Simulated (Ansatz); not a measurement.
## Worked example: correlation energy of HB–NH$_{2}$, doublet

Geometry: a point of a stretch scan, not a stationary point.

```xyz
5

B     0.0000   -0.2987    1.4370
N     0.0000    0.1552   -1.0448
H     0.0000    0.5389    2.2897
H     0.0000    1.0835   -1.4450
H     0.0000   -0.5742   -1.7388
```

Basis cc-pVDZ; Ansatz 0.2.0. Only valence electrons are correlated (noble-gas cores frozen), which leaves 11 electrons in 41 orbitals. R marks a restricted (for open shells ROHF) determinant, U an unrestricted one.

Full CI isn't at hand for all of this; UCCSDT(Q) serves as the reference, and is uncertain by about the last step of the cluster series.

Unrestricted rows (U) aren't spin-pure: their determinants' ⟨S²⟩ exceeds S(S+1) by up to 0.41, so they mix in states of higher spin.

The cluster runs stand on a determinant 0.26 eV above the lowest UHF solution, chosen by trial CCSD; the correlation energy below is counted from it.

Runs differ by some tens of microhartree through their thresholds and, for an open shell, their frozen cores, so steps under 0.03 kcal/mol mean nothing.

```json
{"level": "UHF determinant under the cluster runs", "total energy (hartree)": "-80.680835"}
{"level": "UMP2", "total energy (hartree)": "-80.880131"}
{"level": "UCCSD", "total energy (hartree)": "-80.929585"}
{"level": "UCCSD(T)", "total energy (hartree)": "-80.934740"}
{"level": "UCCSDT", "total energy (hartree)": "-80.935862"}
{"level": "UCCSDT(Q)", "total energy (hartree)": "-80.936229"}
```

**Question.** What is the correlation energy at UCCSDT(Q), and what share of it do UMP2 and UCCSD recover?

**Answer.** E(corr) = -80.936229 − (-80.680835) = -0.255394 hartree = -6.950 eV. UMP2: -0.199296 / -0.255394 = 78.03 %. UCCSD: -0.248750 / -0.255394 = 97.40 %.

**Question.** By how many kcal/mol does UCCSD(T) miss UCCSDT(Q) (1 hartree = 627.509 kcal/mol), and which steps make up the rest?

**Answer.** -80.934740 − (-80.936229) = 0.001489 hartree = 0.93 kcal/mol. Steps: UCCSDT − UCCSD(T) = -0.70, UCCSDT(Q) − UCCSDT = -0.23 kcal/mol. Differences between like states or geometries often cancel part of this.
